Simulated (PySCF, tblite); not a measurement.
**CH₂BrFO, a complex of two parts: NMR shifts, interaction energy, infrared bands, spin-spin couplings and core binding energies**

What NMR shifts, interaction energy, infrared bands, spin-spin couplings and core binding energies should one expect for `FBr` with `C=O`?

Computed with tblite 0.8.0 and PySCF 2.14.0; each step states its level. No surroundings beyond the atoms listed, unless a continuum is named. Atoms count from 0, parts from 1.

## 1. Starting point

6 atoms, charge 0, multiplicity 1; geometry: rigid parts in contact. Parts: 1 = atoms 0–1, `FBr`, charge 0; 2 = atoms 2–5, `C=O`, charge 0.

## 2. Search for minima with GFN2-xTB

What the job is given:

```
{"job": {"kind": "dock", "xc": "GFN2-xTB", "basis": "xTB"}, "charge": 0, "multiplicity": 1, "parts": [{"atoms": "0-1", "charge": 0, "multiplicity": 1}, {"atoms": "2-5", "charge": 0, "multiplicity": 1}]}
Br     0.899697    -0.011538     0.007391
F     -0.899697     0.011538    -0.007391
C      4.339099     0.826486     0.623724
O      3.188199     1.111279     0.748025
H      4.677620    -0.061446     0.063415
H      5.153986     1.429576     1.058633
```

Level: GFN2-xTB search for minima from random contacts, gas phase.

Launch:

```
$ OMP_NUM_THREADS=1 python cluster_run.py task.json out
```

One launch serves the whole session: the jobs run in the order shown.

Standard output:

```text
step      E/eV     max force
  0    -433.97227    0.557
  1    -433.97998    0.494
  2    -434.00004    0.587
  3    -434.01031    0.626
  4    -434.04814    1.016
  5    -434.07785    1.104
  6    -434.11732    0.645
  7    -434.12534    0.212
  8    -434.12711    0.146
  9    -434.12833    0.213
 10    -434.13009    0.177
 11    -434.13310    0.266
 12    -434.13714    0.316
 13    -434.14123    0.322
 14    -434.14623    0.323
 15    -434.15334    0.348
 16    -434.16104    0.351
 17    -434.16715    0.254
 18    -434.17082    0.214
 19    -434.17373    0.271
 20    -434.17936    0.383
 21    -434.19369    0.873
 22    -434.20558    1.032
 23    -434.20078    0.924
 24    -434.21464    0.267
 25    -434.21582    0.181
 26    -434.21660    0.079
 27    -434.21698    0.060
 28    -434.21708    0.043
 29    -434.21713    0.016
 30    -434.21713    0.008

distinct minima (kcal/mol above the one taken): 0.00 9.05 7.69
by PBE0-D3(BJ)/def2-SVP single points: 0.00 8.83 8.88
binding energy -9.471 kcal/mol
```

It took 9 s on 1 thread of AMD EPYC 7R43, shared host.

Step by step: (the energy doesn't fall at every step)

```csv
step,energy from step 0 (eV),largest force (eV/Å)
0,0.0000,0.5566
1,-0.0077,0.4939
2,-0.0278,0.5873
3,-0.0380,0.6260
4,-0.0759,1.0156
5,-0.1056,1.1034
6,-0.1451,0.6457
7,-0.1531,0.2118
8,-0.1548,0.1459
9,-0.1561,0.2132
10,-0.1578,0.1769
11,-0.1608,0.2652
12,-0.1649,0.3162
13,-0.1690,0.3214
14,-0.1740,0.3234
15,-0.1811,0.3483
16,-0.1888,0.3512
17,-0.1949,0.2538
18,-0.1986,0.2142
19,-0.2015,0.2708
20,-0.2071,0.3832
21,-0.2214,0.8734
22,-0.2333,1.0323
23,-0.2285,0.9243
24,-0.2424,0.2667
25,-0.2436,0.1815
26,-0.2443,0.0793
27,-0.2447,0.0593
28,-0.2448,0.0426
29,-0.2449,0.0160
30,-0.2449,0.0081
```

Close pairs (by a distance rule), those that changed most:

```csv
bond,before (Å),after (Å),change (Å)
Br0–F1,1.800,1.843,+0.044
C2–O3,1.192,1.197,+0.005
C2–H4,1.103,1.098,-0.005
C2–H5,1.103,1.098,-0.005
```

Contacts between the parts in the structure taken on (a selection, picked against the atoms' radii; other short pairs can be missing):

```csv
atoms,distance (Å),kind (by distance and angle),angle (°)
Br0···O3,2.42,halogen bond,178
```

Minima and a leading contact of each: 0.00 kcal/mol, Br0···O3 2.42 Å (halogen bond); 9.05 kcal/mol, F1···H4 2.69 Å (at van der Waals distance); 7.69 kcal/mol, Br0···O3 2.99 Å (inside the van der Waals sum).

## 3. Optimising the geometry at PBE0-D3(BJ)/def2-SVPD

What the job is given:

```
{"job": {"xc": "PBE0", "basis": "def2-SVPD", "d3": "d3bj", "grid": 2, "kind": "geom", "shake": 0.01}, "charge": 0, "multiplicity": 1, "parts": [{"atoms": "0-1", "charge": 0, "multiplicity": 1}, {"atoms": "2-5", "charge": 0, "multiplicity": 1}]}
Br     1.111644     0.392199     0.291550
F     -0.484254    -0.384182    -0.260122
C      4.171015     0.808278     0.603518
O      3.233455     1.393478     0.946848
H      4.161900    -0.128017     0.021068
H      5.186184     1.192134     0.867845
```

Standard output:

```text
step   0  E = -2787.46289167  max force = 0.087858
step   1  E = -2787.46771299  max force = 0.014499
step   2  E = -2787.46793767  max force = 0.007288
step   3  E = -2787.46836824  max force = 0.004080
step   4  E = -2787.46853158  max force = 0.001717
step   5  E = -2787.46860475  max force = 0.002298
step   6  E = -2787.46855656  max force = 0.003404
step   7  E = -2787.46864044  max force = 0.000878
step   8  E = -2787.46865994  max force = 0.000209
step   9  E = -2787.46866979  max force = 0.000379
optimisation converged
```

It took 64 s on 1 thread of AMD EPYC 7R43, shared host; peak memory 0.5 GiB.

Step by step: (the energy doesn't fall at every step)

```csv
step,energy from step 0 (eV),largest force component (eV/Å)
0,0.0000,4.5178
1,-0.1312,0.7456
2,-0.1373,0.3748
3,-0.1490,0.2098
4,-0.1535,0.0883
5,-0.1555,0.1182
6,-0.1541,0.1750
7,-0.1564,0.0451
8,-0.1570,0.0107
9,-0.1572,0.0195
```

Close pairs (by a distance rule), those that changed most:

```csv
bond,before (Å),after (Å),change (Å)
C2–O3,1.157,1.206,+0.049
Br0–F1,1.858,1.811,-0.048
C2–H5,1.117,1.109,-0.008
C2–H4,1.103,1.110,+0.008
```

The end geometry stands in the next job.

```csv
at the end point,value
point group (found at 0.08 Å tolerance),Cs
"rotational constants (GHz, main isotopes)","42.870, 1.897, 1.816"
dipole moment (D),5.47
```

Contacts at the end point (a selection, picked against the atoms' radii; other short pairs can be missing):

```csv
atoms,distance (Å),kind (by distance and angle),angle (°)
Br0···O3,2.39,halogen bond,177
```

Against the parts relaxed at this level the binding energy is -11.04 kcal/mol, without counterpoise.

## 4. Shielding tensors: PBE0/pcSseg-2

What the job is given:

```
{"job": {"kind": "nmr", "xc": "PBE0", "basis": "pcSseg-2"}, "charge": 0, "multiplicity": 1, "parts": [{"atoms": "0-1", "charge": 0, "multiplicity": 1}, {"atoms": "2-5", "charge": 0, "multiplicity": 1}]}
Br     1.103013     0.373787     0.305509
F     -0.387281    -0.541123    -0.163506
C      4.155897     0.894057     0.549770
O      3.150744     1.476472     0.874581
H      4.116363    -0.075442     0.009949
H      5.152599     1.320831     0.782913
```

With the program's defaults for keys left out, this is: GIAO PBE0/pcSseg-2 NMR shielding, non-relativistic, gas phase.

Standard output:

```text
coarse grid: 27936 points
cycle   1  E = -2787.9264760943  dE = -9.245e-01  |g| = 1.257e+00  |ddm| = 1.874e+00
cycle   2  E = -2787.5542145370  dE =  3.723e-01  |g| = 1.807e+00  |ddm| = 1.147e+00
cycle   3  E = -2788.0317913101  dE = -4.776e-01  |g| = 4.175e-01  |ddm| = 9.316e-01
cycle   4  E = -2788.0600454652  dE = -2.825e-02  |g| = 1.064e-01  |ddm| = 1.820e-01
cycle   5  E = -2788.0606080696  dE = -5.626e-04  |g| = 6.618e-02  |ddm| = 6.924e-02
cycle   6  E = -2788.0613713906  dE = -7.633e-04  |g| = 7.688e-03  |ddm| = 3.158e-02
cycle   7  E = -2788.0613783210  dE = -6.930e-06  |g| = 1.298e-03  |ddm| = 4.947e-03
final grid: 57840 points
cycle   8  E = -2788.0614187771  dE =  1.341e-07  |g| = 1.983e-03  |ddm| = 2.341e-03
cycle   9  E = -2788.0614171320  dE =  1.645e-06  |g| = 3.658e-03  |ddm| = 2.469e-03
cycle  10  E = -2788.0614193655  dE = -2.233e-06  |g| = 5.654e-04  |ddm| = 1.607e-03
cycle  11  E = -2788.0614194110  dE = -4.553e-08  |g| = 8.221e-05  |ddm| = 2.926e-04
cycle  12  E = -2788.0614194121  dE = -1.126e-09  |g| = 3.176e-05  |ddm| = 5.758e-05
cycle  13  E = -2788.0614194123  dE = -1.455e-10  |g| = 3.027e-06  |ddm| = 1.625e-05
converged SCF energy = -2788.0614194123

GIAO shielding tensors (ppm)
atom      isotropic    diamagn.    paramagn.     s11        s22        s33       span
  0 Br    -423.978    3119.958   -3543.937  -2271.415  -2117.215   3116.695   5388.110
  1 F      610.521     468.067     142.454    493.842    663.602    674.118    180.276
  2 C      -29.654     249.435    -279.089   -114.238    -73.665     98.942    213.181
  3 O     -365.512     397.833    -763.345   -988.005   -483.023    374.492   1362.496
  4 H       21.540      31.797     -10.256     18.741     20.982     24.898      6.157
  5 H       21.766      23.704      -1.937     21.419     21.697     22.184      0.765

== part 1 alone, relaxed ==
coarse grid: 12632 points
cycle   1  E = -2673.5712336255  dE = -1.133e+00  |g| = 1.090e+00  |ddm| = 1.340e+00
cycle   2  E = -2673.4434142866  dE =  1.278e-01  |g| = 1.250e+00  |ddm| = 7.264e-01
cycle   3  E = -2673.5979690579  dE = -1.546e-01  |g| = 4.317e-01  |ddm| = 6.381e-01
cycle   4  E = -2673.6284442931  dE = -3.048e-02  |g| = 7.983e-02  |ddm| = 1.999e-01
cycle   5  E = -2673.6290162461  dE = -5.720e-04  |g| = 6.884e-03  |ddm| = 2.912e-02
cycle   6  E = -2673.6290203461  dE = -4.100e-06  |g| = 1.206e-03  |ddm| = 4.569e-03
final grid: 24680 points
cycle   7  E = -2673.6290861820  dE =  3.363e-07  |g| = 2.086e-03  |ddm| = 1.509e-03
cycle   8  E = -2673.6290841456  dE =  2.036e-06  |g| = 4.058e-03  |ddm| = 2.593e-03
cycle   9  E = -2673.6290869051  dE = -2.759e-06  |g| = 3.084e-04  |ddm| = 1.719e-03
cycle  10  E = -2673.6290869110  dE = -5.856e-09  |g| = 1.324e-05  |ddm| = 1.052e-04
cycle  11  E = -2673.6290869110  dE = -2.819e-11  |g| = 1.846e-06  |ddm| = 8.605e-06
converged SCF energy = -2673.6290869110

GIAO shielding tensors (ppm)
atom      isotropic    diamagn.    paramagn.     s11        s22        s33       span
  0 Br   -1241.242    3118.718   -4359.960  -3426.707  -3426.703   3129.684   6556.391
  1 F      807.683     462.918     344.766    494.767    964.141    964.143    469.376

== part 2 alone, relaxed ==
coarse grid: 3416 points
cycle   1  E = -114.3189383747  dE =  2.083e-01  |g| = 7.166e-01  |ddm| = 1.267e+00
cycle   2  E = -113.9149663588  dE =  4.040e-01  |g| = 1.597e+00  |ddm| = 1.536e+00
cycle   3  E = -114.4207442514  dE = -5.058e-01  |g| = 3.556e-02  |ddm| = 1.206e+00
cycle   4  E = -114.4209478373  dE = -2.036e-04  |g| = 2.373e-02  |ddm| = 3.970e-02
cycle   5  E = -114.4210685960  dE = -1.208e-04  |g| = 5.912e-03  |ddm| = 1.425e-02
cycle   6  E = -114.4210751627  dE = -6.567e-06  |g| = 1.425e-03  |ddm| = 4.321e-03
final grid: 33160 points
cycle   7  E = -114.4185560748  dE = -7.053e-06  |g| = 1.001e-02  |ddm| = 1.671e-02
cycle   8  E = -114.4184970655  dE =  5.901e-05  |g| = 2.056e-02  |ddm| = 1.242e-02
cycle   9  E = -114.4185741068  dE = -7.704e-05  |g| = 6.921e-04  |ddm| = 9.088e-03
cycle  10  E = -114.4185742129  dE = -1.061e-07  |g| = 8.098e-05  |ddm| = 5.197e-04
cycle  11  E = -114.4185742144  dE = -1.443e-09  |g| = 1.878e-05  |ddm| = 5.106e-05
cycle  12  E = -114.4185742144  dE = -7.705e-11  |g| = 1.254e-06  |ddm| = 1.619e-05
converged SCF energy = -114.4185742144

GIAO shielding tensors (ppm)
atom      isotropic    diamagn.    paramagn.     s11        s22        s33       span
  0 C      -20.383     248.543    -268.926   -111.527    -46.586     96.965    208.492
  1 O     -448.920     392.437    -841.356  -1227.705   -529.196    410.142   1637.846
  2 H       21.241      28.671      -7.430     20.772     21.303     21.649      0.876
  3 H       21.245      28.669      -7.424     20.805     21.294     21.637      0.831
```

It took 32 s on 1 thread of AMD EPYC 7R43, shared host; peak memory 0.76 GiB.

No reference compound was run at this level, so shieldings alone are listed.

```csv
atoms,environment,σ (ppm)
C2,"carbon bonded to O, 2 H",-29.7
H4,hydrogen on a carbon bonded to O,21.54
H5,hydrogen on a carbon bonded to O,21.77
Br0,bromine bonded to F,-424
F1,fluorine bonded to Br,610.5
O3,oxygen bonded to C,-365.5
```

Charges from the same density, by scheme (e):

```csv
atoms,Mulliken,IAO,Hirshfeld,ESP fit
Br0,0.20,0.34,0.08,0.02
F1,-0.31,-0.46,-0.21,-0.19
C2,0.29,0.16,0.14,0.33
O3,-0.31,-0.33,-0.15,-0.28
```

Mayer bond orders: Br0–F1 0.80, C2–O3 1.94.

Against the parts alone, each relaxed by itself:

```csv
atom,σ alone (ppm),σ in the cluster,shift on binding (ppm)
Br0,-1241.24,-423.98,-817.26
F1,807.68,610.52,+197.16
O3,-448.92,-365.51,-83.41
C2,-20.38,-29.65,+9.27
H5,21.25,21.77,-0.52
H4,21.24,21.54,-0.30
```

## 5. Counterpoise and decomposition: wB97M-D3(BJ)/def2-TZVPD

What the job is given:

```
{"job": {"kind": "inter", "xc": "wB97M-D3(BJ)", "basis": "def2-TZVPD", "pairs": false}, "charge": 0, "multiplicity": 1, "parts": [{"atoms": "0-1", "charge": 0, "multiplicity": 1}, {"atoms": "2-5", "charge": 0, "multiplicity": 1}]}
Br     1.103013     0.373787     0.305509
F     -0.387281    -0.541123    -0.163506
C      4.155897     0.894057     0.549770
O      3.150744     1.476472     0.874581
H      4.116363    -0.075442     0.009949
H      5.152599     1.320831     0.782913
```

Method: wB97M-D3(BJ)/def2-TZVPD interaction energy, counterpoise and uncorrected, gas phase.

Standard output:

```text
part 1, own basis, geometry of the cluster
coarse grid: 12632 points
cycle   1  E = -2673.9622664855  dE = -1.043e+00  |g| = 4.982e-01  |ddm| = 1.334e+00
cycle   2  E = -2673.9553909185  dE =  6.876e-03  |g| = 5.683e-01  |ddm| = 4.917e-01
cycle   3  E = -2673.9969895353  dE = -4.160e-02  |g| = 8.830e-02  |ddm| = 2.621e-01
cycle   4  E = -2673.9980692868  dE = -1.080e-03  |g| = 1.453e-02  |ddm| = 4.085e-02
cycle   5  E = -2673.9981078899  dE = -3.860e-05  |g| = 3.498e-03  |ddm| = 9.036e-03
cycle   6  E = -2673.9981112207  dE = -3.331e-06  |g| = 7.600e-04  |ddm| = 2.820e-03
final grid: 24680 points
cycle   7  E = -2673.9981073201  dE = -4.123e-07  |g| = 4.658e-04  |ddm| = 1.335e-03
cycle   8  E = -2673.9981073477  dE = -2.765e-08  |g| = 5.829e-04  |ddm| = 6.072e-04
cycle   9  E = -2673.9981073990  dE = -5.125e-08  |g| = 7.508e-05  |ddm| = 2.347e-04
cycle  10  E = -2673.9981074029  dE = -3.954e-09  |g| = 3.817e-05  |ddm| = 1.090e-04
cycle  11  E = -2673.9981074036  dE = -7.030e-10  |g| = 3.949e-06  |ddm| = 5.882e-05
converged SCF energy = -2673.9981074036

part 2, own basis, geometry of the cluster
coarse grid: 15304 points
cycle   1  E = -114.4491348205  dE =  2.008e-01  |g| = 7.716e-01  |ddm| = 1.395e+00
cycle   2  E = -114.3118730215  dE =  1.373e-01  |g| = 1.222e+00  |ddm| = 9.331e-01
cycle   3  E = -114.5745106436  dE = -2.626e-01  |g| = 4.268e-02  |ddm| = 5.211e-01
cycle   4  E = -114.5749144436  dE = -4.038e-04  |g| = 1.616e-02  |ddm| = 3.270e-02
cycle   5  E = -114.5749804401  dE = -6.600e-05  |g| = 5.291e-03  |ddm| = 1.233e-02
cycle   6  E = -114.5749903231  dE = -9.883e-06  |g| = 1.302e-03  |ddm| = 5.521e-03
final grid: 33160 points
cycle   7  E = -114.5749987515  dE = -6.557e-07  |g| = 9.818e-04  |ddm| = 2.326e-03
cycle   8  E = -114.5749987608  dE = -9.231e-09  |g| = 1.286e-03  |ddm| = 9.392e-04
cycle   9  E = -114.5749990205  dE = -2.597e-07  |g| = 1.218e-04  |ddm| = 5.667e-04
cycle  10  E = -114.5749990313  dE = -1.081e-08  |g| = 9.289e-05  |ddm| = 2.033e-04
cycle  11  E = -114.5749990342  dE = -2.968e-09  |g| = 2.410e-06  |ddm| = 1.274e-04
cycle  12  E = -114.5749990342  dE = -1.933e-12  |g| = 3.841e-07  |ddm| = 5.987e-06
converged SCF energy = -114.5749990342

part 1, own basis, relaxed alone
coarse grid: 12632 points
cycle   1  E = -2673.9645397031  dE = -1.007e+00  |g| = 4.931e-01  |ddm| = 1.342e+00
cycle   2  E = -2673.9622328899  dE =  2.307e-03  |g| = 5.360e-01  |ddm| = 4.746e-01
cycle   3  E = -2673.9981004596  dE = -3.587e-02  |g| = 8.656e-02  |ddm| = 2.477e-01
cycle   4  E = -2673.9991494676  dE = -1.049e-03  |g| = 1.439e-02  |ddm| = 3.985e-02
cycle   5  E = -2673.9991892416  dE = -3.977e-05  |g| = 3.744e-03  |ddm| = 9.297e-03
cycle   6  E = -2673.9991929759  dE = -3.734e-06  |g| = 7.930e-04  |ddm| = 2.980e-03
final grid: 24680 points
cycle   7  E = -2673.9992234244  dE = -4.349e-07  |g| = 4.822e-04  |ddm| = 1.129e-03
cycle   8  E = -2673.9992234613  dE = -3.691e-08  |g| = 5.862e-04  |ddm| = 6.281e-04
cycle   9  E = -2673.9992235131  dE = -5.187e-08  |g| = 8.014e-05  |ddm| = 2.363e-04
cycle  10  E = -2673.9992235177  dE = -4.573e-09  |g| = 3.971e-05  |ddm| = 1.196e-04
cycle  11  E = -2673.9992235184  dE = -7.208e-10  |g| = 3.601e-06  |ddm| = 6.049e-05
converged SCF energy = -2673.9992235184

part 2, own basis, relaxed alone
coarse grid: 15304 points
cycle   1  E = -114.4518002702  dE =  2.070e-01  |g| = 7.655e-01  |ddm| = 1.397e+00
cycle   2  E = -114.3213028217  dE =  1.305e-01  |g| = 1.203e+00  |ddm| = 9.181e-01
cycle   3  E = -114.5746076487  dE = -2.533e-01  |g| = 4.171e-02  |ddm| = 5.085e-01
cycle   4  E = -114.5749952111  dE = -3.876e-04  |g| = 1.576e-02  |ddm| = 3.283e-02
cycle   5  E = -114.5750583193  dE = -6.311e-05  |g| = 5.174e-03  |ddm| = 1.222e-02
cycle   6  E = -114.5750677877  dE = -9.468e-06  |g| = 1.258e-03  |ddm| = 5.539e-03
final grid: 33160 points
cycle   7  E = -114.5750707422  dE = -6.401e-07  |g| = 9.315e-04  |ddm| = 3.618e-03
cycle   8  E = -114.5750707618  dE = -1.956e-08  |g| = 1.209e-03  |ddm| = 1.016e-03
cycle   9  E = -114.5750709908  dE = -2.290e-07  |g| = 1.179e-04  |ddm| = 5.299e-04
cycle  10  E = -114.5750710011  dE = -1.033e-08  |g| = 8.952e-05  |ddm| = 2.063e-04
cycle  11  E = -114.5750710039  dE = -2.715e-09  |g| = 2.330e-06  |ddm| = 1.208e-04
cycle  12  E = -114.5750710039  dE = -2.728e-12  |g| = 4.402e-07  |ddm| = 1.117e-05
converged SCF energy = -114.5750710039

cluster
final grid: 57840 points
cycle   1  E = -2788.5813482814  dE = -1.954e-02  |g| = 6.549e-02  |ddm| = 6.222e-01
cycle   2  E = -2788.5835333341  dE = -2.185e-03  |g| = 4.716e-02  |ddm| = 1.212e-01
cycle   3  E = -2788.5840264749  dE = -4.931e-04  |g| = 2.705e-02  |ddm| = 4.327e-02
cycle   4  E = -2788.5842604011  dE = -2.339e-04  |g| = 6.244e-03  |ddm| = 3.570e-02
cycle   5  E = -2788.5842804993  dE = -2.010e-05  |g| = 1.724e-03  |ddm| = 1.342e-02
cycle   6  E = -2788.5842815282  dE = -1.029e-06  |g| = 1.192e-03  |ddm| = 2.902e-03
cycle   7  E = -2788.5842818317  dE = -3.035e-07  |g| = 2.089e-04  |ddm| = 1.137e-03
cycle   8  E = -2788.5842818512  dE = -1.947e-08  |g| = 4.199e-05  |ddm| = 3.936e-04
cycle   9  E = -2788.5842818527  dE = -1.479e-09  |g| = 1.463e-05  |ddm| = 1.368e-04
cycle  10  E = -2788.5842818529  dE = -2.224e-10  |g| = 7.137e-06  |ddm| = 4.474e-05
converged SCF energy = -2788.5842818529

part 1 in the basis of the cluster
final grid: 57840 points
cycle   1  E = -2673.9983811351  dE = -2.767e-04  |g| = 2.311e-03  |ddm| = 3.890e-01
cycle   2  E = -2673.9983829439  dE = -1.809e-06  |g| = 4.383e-04  |ddm| = 3.653e-02
cycle   3  E = -2673.9983829856  dE = -4.166e-08  |g| = 2.723e-04  |ddm| = 4.871e-03
cycle   4  E = -2673.9983829912  dE = -5.600e-09  |g| = 6.073e-05  |ddm| = 5.587e-04
cycle   5  E = -2673.9983829917  dE = -5.325e-10  |g| = 2.809e-05  |ddm| = 1.115e-04
converged SCF energy = -2673.9983829917

part 2 in the basis of the cluster
final grid: 57840 points
cycle   1  E = -114.5750405893  dE = -4.247e-05  |g| = 1.261e-03  |ddm| = 2.093e-01
cycle   2  E = -114.5750414621  dE = -8.728e-07  |g| = 2.177e-04  |ddm| = 2.915e-02
cycle   3  E = -114.5750414987  dE = -3.664e-08  |g| = 5.005e-05  |ddm| = 5.477e-03
cycle   4  E = -114.5750414992  dE = -4.982e-10  |g| = 4.234e-05  |ddm| = 2.008e-04
cycle   5  E = -114.5750414996  dE = -3.695e-10  |g| = 3.027e-06  |ddm| = 1.142e-04
converged SCF energy = -114.5750414996

Interaction energy (kcal/mol)
  counterpoise       -7.925
  uncorrected        -8.127
  dispersion part    -1.112
  deformation         0.746
  binding            -7.179

Decomposition of the uncorrected value (kcal/mol)
  electrostatic     -21.233
  Pauli              28.321
  orbital           -14.104
  dispersion         -1.112

Charge of each part in the cluster: -0.082 0.082
```

Run time: 40 s. Hardware: 1 thread of AMD EPYC 7R43, shared host; peak memory 0.6 GiB.

Contacts at this geometry (a selection, picked against the atoms' radii; other short pairs can be missing):

```csv
atoms,distance (Å),kind (by distance and angle),angle (°)
Br0···O3,2.39,halogen bond,177
```

The decomposition goes in steps from the parts' own densities: electrostatics between them unchanged, then the rise on making their orbitals orthogonal (called Pauli here; it holds the exchange-correlation between the parts too, so it can be small or negative at long range), then orbital relaxation, then the dispersion term. Charges of the parts share the cluster's density out in proportion to the parts' own densities.

The SCF energies in the log hold no dispersion term; the tabulated energies do.

The parts:

```csv
part,SMILES,deformation (kcal/mol),HOMO alone (eV),charge in the cluster (e)
1,FBr,0.70,-11.36,-0.082
2,C=O,0.04,-10.37,0.082
```

(Part 1 of 3 ends here.)
